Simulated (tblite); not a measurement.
C₄H₈S (charge +1 and doublet state).
SMILES: `C[C@@H]1[S+][C@@H]1C`

Level: GFN2-xTB in tblite, geometry and Hessian alike; calculated harmonic values, unscaled, isolated species. This tight-binding method is rough: wavenumbers can miss measured ones by several per cent, in bad cases by 10 to 20. Open shells enter through the occupations alone, without spin polarisation, and single modes of such species can be off by tens of per cent.

Harmonic wavenumbers (cm⁻¹): 119.5, 157.8, 225.0, 225.3, 290.4, 469.4, 576.9, 609.2, 846.9, 901.1, 938.5, 992.0, 1011.5, 1033.0, 1036.3, 1124.9, 1205.7, 1252.9, 1304.7, 1383.4, 1388.2, 1413.1, 1430.6, 1440.9, 1458.7, 2992.9, 3002.5, 3004.4, 3007.4, 3039.8, 3041.2, 3062.9, 3067.8.

A = 4518, B = 4265, C = 2651 MHz; mass 88.035 u (most abundant isotopes); point group Cs, symmetry number 1; spin multiplicity 2.

Question: Zero-point energy?

Answer: ½Σν̃ = 23527 cm⁻¹ = 67.27 kcal/mol.

Question: Give the ideal-gas entropy at 200 K and 1 bar in the rigid-rotor, harmonic-oscillator model (classical rotation).

Answer: Translation 37.38, rotation 25.06, vibration 8.24, spin (R ln 2) 1.38: S = 72.1 cal/(mol K).

Question: And Cp and H(200 K) − H(0)?

Answer: Cp = 18.92 cal/(mol K), of which vibrations give 10.97 (their classical limit is 33 R = 65.6); H(200 K) − H(0) = 2.61 kcal/mol without the zero-point energy, 1.02 from vibrations.

Question: How do the functions run with temperature in this model?

Answer: 
```tsv
T (K)	S (cal/(mol K))	Cp (cal/(mol K))	H − H(0) (kcal/mol)	G − H(0) (kcal/mol)	ln q(vib)
50	53.3	9.5	0.42	-2.25	0.05
100	61.0	13.3	0.99	-5.12	0.40
298.15	80.7	24.8	4.75	-19.31	2.88
373.15	86.8	29.6	6.79	-25.59	3.90
500	96.5	36.8	11.01	-37.22	5.68
750	113.5	47.1	21.60	-63.51	9.22
1000	128.0	54.0	34.29	-93.75	12.63
```

q(vib) and H(0) count from the zero-point level.

Question: What must be added to the electronic energy to get the Gibbs energy at 200 K and 1 bar?

Answer: ZPE + [H(200 K) − H(0)] − T·S = 67.27 + 2.61 − 14.41 = 55.47 kcal/mol.

Question: Blend soft modes into free rotors: weight 1/[1 + (100 cm⁻¹/ν̃)⁴] for the oscillator and the rest for a rotor with moment μB/(μ + B), μ = h/(8π²ν), B = 10⁻⁴⁴ kg m². What vibrational entropy results?

Answer: 8.28 cal/(mol K) in place of 8.24, which changes −T·S at 200 K by -0.01 kcal/mol.

Question: Which modes carry the vibrational entropy at 200 K?

Answer: 119.5 cm⁻¹: 2.35; 157.8 cm⁻¹: 1.84; 225.0 cm⁻¹: 1.23; 225.3 cm⁻¹: 1.23; 290.4 cm⁻¹: 0.85; 469.4 cm⁻¹: 0.31 cal/(mol K); the other 27 give 0.43 together.

Hindered rotation and anharmonicity are outside this model.
